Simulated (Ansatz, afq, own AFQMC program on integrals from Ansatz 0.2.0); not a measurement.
# BO, doublet in aug-cc-pVDZ, levels against CCSDT(Q)

```tsv
atom	x (Å)	y (Å)	z (Å)
B	0.0000	0.0000	0.0000
O	0.0000	0.0000	1.2006
```

Basis aug-cc-pVDZ. Only valence electrons are correlated. AFQMC by an in-house program on the Cholesky factors that Ansatz 0.2.0 writes for its CCSD(T) run. The CISD trial takes its coefficients from CCSD amplitudes. Released means that phaseless walkers are propagated on without the constraint, phases kept. Free projection: walkers drawn from exp(T), propagated without any constraint. Its projection time is finite, and what remains of the start isn't in its error. ± is one standard error of the sampling.

Determinant: UHF, the one that the program's search chose, which needn't be the lowest solution. The geometry is a PBE0/def2-TZVP stationary point of this or a neighbouring charge and spin state.

No full CI on the walks' own integrals is used here; CCSDT(Q) serves as the reference and is uncertain by about the last step of the cluster series.

Cautions: unrestricted determinant slightly spin contaminated (⟨S²⟩ 0.80 against 0.75).

* T1 diagnostic: 0.0296
* weight of the determinant in the CISD state: 0.901
* ⟨S²⟩ of the determinant: 0.800
* size of the correlated space: 9 electrons in 44 orbitals

```
  level  correlation energy (eV)
    MP2                  -6.8109
   CCSD                  -6.9126
CCSD(T)                  -7.1878
```

(1) Estimate where free-projection AFQMC lies against CCSD(T) on the same integrals.

(1) 45.7 ± 11.7 meV below CCSD(T).

Reference: CCSDT(Q), correlation energy -7.243 eV. The released energy is read at 2.40 1/Eh (meV from the phaseless value at times in 1/Eh: 2 ± 4 at 0.24, -3 ± 3 at 0.51, -9 ± 4 at 0.99, -7 ± 3 at 1.62, -10 ± 4 at 2.40).

```
         level  E − E(reference) (meV)  share of correlation (%)
       CCSD(T)                    55.5                     99.23
         CCSDT                    30.6                     99.58
   ph-AFQMC/HF            -30.2 ± 23.8                    100.42
 ph-AFQMC/CISD              12.4 ± 4.7                     99.83
released AFQMC               2.7 ± 4.3                     99.96
    free AFQMC              9.8 ± 11.7                     99.86
```

Free projections are given only where their last times agree within the noise and don't stop above the reference; a slow remainder of the start can still hide under it. A walk keeps the symmetry of its determinant, which the program's search chose and which needn't be the lowest solution, so a lower state of the same spin and another symmetry isn't excluded. Released energies are given only where the last usable release times agree within the noise; a slower fall can still hide under it.
